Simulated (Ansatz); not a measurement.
Diamond-structure Si was calculated with RPBE (Ansatz, a program for electronic structure, PAW).

Run with plane-wave cutoff 520 eV, 12×12×12 k mesh, perturbation theory, scalar-relativistic PAW data made under PBE.

Cell (relaxed at this level):

```cif
data_Si8
_chemical_formula_sum 'Si8'
_space_group_name_H-M_alt 'Fd-3m :1'
_space_group_IT_number 227
_space_group_name_Hall 'F 4d 2 3 -1d'
_cell_length_a 5.50217
_cell_length_b 5.50217
_cell_length_c 5.50217
_cell_angle_alpha 90.000
_cell_angle_beta 90.000
_cell_angle_gamma 90.000
loop_
_atom_site_label
_atom_site_type_symbol
_atom_site_symmetry_multiplicity
_atom_site_Wyckoff_symbol
_atom_site_fract_x
_atom_site_fract_y
_atom_site_fract_z
_atom_site_occupancy
Si1 Si 8 a 0.00000 0.00000 0.00000 1
```
(The calculation used a cell of 2 atoms; values per cell refer to that cell.)

**Question.** Predict the electronic dielectric constant ε∞ and TO(Γ) frequency.

**Answer.** 
electronic dielectric constant ε∞: 12.8
TO(Γ) frequency: 498 cm⁻¹

Measured, for comparison: high-frequency dielectric constant 11.8 (300 K, no zero-point or thermal correction, our sources range from 11.7 to 12.1; as tabulated in Skelton et al. (2020), arXiv:2005.00277); zone-centre TO phonon frequency 525 cm⁻¹ (low temperature, zero-point motion not removed; as tabulated in Tanner et al. (2021), arXiv:2110.11888). Computed (rounded) less measured: high-frequency dielectric constant +8 % (+6 % to +9 % over the range), zone-centre TO phonon frequency -5 %.

It cost very roughly 2.4 core-minutes of CPU time.
